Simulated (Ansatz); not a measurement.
# (H3Si)2NH (Si2NH7): geometry, orbitals and charge

Aim: characterise (H3Si)2NH (Si2NH7) as a singlet: its structure, frontier levels and distribution of charge.

Program: Ansatz 0.2.0, Gaussian basis. Level of theory: RKS PBE0-D4/def2-TZVP. These are calculated values, not measurements.

The runs, in order: relaxation at B3LYP-D4/def2-TZVP; a search for the lowest solution at PBE0-D4/def2-SVP; a single point at PBE0-D4/def2-TZVP.

**1. Where the work starts**

10 atoms, charge 0, spin multiplicity 1.

Atoms are counted from 1 here; the program's logs count them from 0.

Bond lengths: Si1–H2 1.464 Å, Si1–H3 1.461 Å, Si1–H4 1.469 Å, Si1–N5 1.732 Å, N5–Si6 1.732 Å, N5–H10 1.008 Å, Si6–H7 1.464 Å, Si6–H8 1.461 Å, Si6–H9 1.468 Å. Angles: H2–Si1–H3 112.4°, H2–Si1–H4 110.0°, H2–Si1–N5 105.7°, H3–Si1–H4 109.7°, H3–Si1–N5 107.1°, H4–Si1–N5 111.9°, Si1–N5–Si6 128.8°, Si1–N5–H10 114.5°, Si6–N5–H10 114.5°, N5–Si6–H7 105.6°, N5–Si6–H8 107.1°, N5–Si6–H9 111.9°, H7–Si6–H8 112.4°, H7–Si6–H9 110.1°, H8–Si6–H9 109.7°.

The start is a GFN2-xTB geometry.

**2. Relaxation at B3LYP-D4/def2-TZVP**

File in.yaml:

```yaml
crystal:
  periodic: [false, false, false]
  atoms:
    - {symbol: Si, position_ang: [-0.516810, 0.992300, 1.098270]}
    - {symbol: H, position_ang: [0.314080, 1.825960, 1.968100]}
    - {symbol: H, position_ang: [-1.298170, 1.783360, 0.150960]}
    - {symbol: H, position_ang: [-1.416140, 0.160270, 1.908070]}
    - {symbol: N, position_ang: [0.589860, 0.035240, 0.171660]}
    - {symbol: Si, position_ang: [0.270210, -0.966440, -1.204490]}
    - {symbol: H, position_ang: [1.582650, -1.333950, -1.738510]}
    - {symbol: H, position_ang: [-0.509090, -0.166690, -2.146670]}
    - {symbol: H, position_ang: [-0.481680, -2.174200, -0.840610]}
    - {symbol: H, position_ang: [1.465080, -0.155840, 0.633240]}
basis:
  gaussian: {orbitals: def2-TZVP}
hamiltonian: {xc: {name: B3LYP}, dispersion: d4}
scf: {lower_state_search: "off"}
output: {orbitals: {seedname: orbitals}}
relax: {f_tol: 0.02, max_steps: 100}
```

Started as:

```bash
> ansatz run in.yaml --threads 4 --pin off --events-out ev --progress --plain --max-ram 3916MiB
```

Further steps of the session: Searching for the lowest solution, PBE0-D4/def2-SVP; Single point, PBE0-D4/def2-TZVP.

**Question.** What will the summary of the whole plan be? Wanted: point group; commonest bond, hydrogen aside; HOMO, LUMO at PBE0-D4/def2-TZVP; dipole at B3LYP-D4/def2-TZVP.

**Answer**, as computed:

| quantity | value |
| --- | --- |
| point group | Cs |
| commonest bond, hydrogen aside | N–Si, 2 of mean length 1.731 Å |
| HOMO, LUMO at PBE0-D4/def2-TZVP | -7.50, -0.07 eV |
| dipole at B3LYP-D4/def2-TZVP | 0.93 D |

**Reading.** The molecule keeps its bonding pattern by the stored test; the atoms moved 0.32 Å (rms). No usable vibrations, so a minimum isn't proven. The HOMO lies nearest to N5 54 %; H4, H9 about 11 % each and the LUMO to H10 19 %; 6 H atoms about 9 % each. The point group is read from a loosely relaxed geometry; soft torsions can leave it below the true symmetry.
